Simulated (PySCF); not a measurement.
# Static response to an electric field

Species: ClH5Si2.
Geometry (GFN2-xTB, Å), atoms numbered from 1 in this order:
```xyz
8
ClH5Si2 angstrom
Si     1.1865    0.1416    0.0209
Si    -1.0948   -0.2352    0.0594
Cl    -2.0669    1.1048   -1.1170
H      1.8657   -0.8357    0.8750
H      1.7641    0.0145   -1.3196
H      1.5536    1.4712    0.5146
H     -1.7043   -0.0992    1.3850
H     -1.4949   -1.5525   -0.4428
```

Level: CAM-B3LYP/def2-SVPD (PySCF), static field, nuclei fixed, core orbitals frozen in the response. The polarisability tensor in these axes (au):

```
x   81.53 -1.88  3.90
y   -1.88 65.14 -3.90
z    3.90 -3.90 64.05
```

Question: Diagonalise the tensor; give its mean and Δα, where Δα² is half the sum of the squared differences of the eigenvalues.

Answer: Principal values 60.50, 67.44 and 82.77 au; mean 70.24 au = 10.41 Å³ = 11.58 × 10⁻⁴⁰ C²·m²/J; Δα = 19.74 au (28 % of the mean).

Question: What is the dipole moment, and where does it point?

Answer: (0.90, -0.82, 0.76) D, 1.44 D in size, pointing from the negative to the positive side. Measured along this direction, the outermost atoms are Cl3 at the negative end and H4 at the positive end.

Question: Traceless (Buckingham) quadrupole moment about the centre of nuclear charge: eigenvalues?

Answer: -2.09, 0.78, 1.31 D·Å. The values depend on the origin, since the dipole doesn't vanish. The electronic extent ⟨r²⟩ about the same centre is 615 bohr², a root-mean-square distance of 1.86 Å for the 50 electrons.

Question: What depolarisation ratio follows for Rayleigh scattering of linearly polarised light, taking the static tensor?

Answer: ρ = 3Δα²/(45ᾱ² + 4Δα²) = 1168.9/(222011 + 1558.5) = 0.00523.

Question: What would n − 1 = 2πNα be for an ideal gas of these molecules at 500 K and 1 atm, electronic part alone?

Answer: N = p/kT = 1.4678 × 10¹⁹ cm⁻³, so n − 1 = 2π × N × 10.41 × 10⁻²⁴ cm³ = 960 × 10⁻⁶ at long wavelengths.

Question: How large is μ²/3kT at 350 K beside α?

Answer: In Gaussian units μ²/3kT = 14.29 Å³ against 10.41 Å³, a ratio of 1.37; the Debye molar polarisation (4π/3)N_A(α + μ²/3kT) is 62.3 cm³/mol, leaving out the vibrational part.

Question: Along which axes do the principal values lie, and how far do the nuclei extend along each?

Answer: Largest value along (0.96, -0.15, 0.23), where the nuclei span 4.54 Å; middle along (0.26, 0.77, -0.58), 2.57 Å; least along (-0.09, 0.62, 0.78), 2.35 Å. The response follows the extents in order.

Geometry: GFN2-xTB; no solvent, vibrations or thermal averaging.
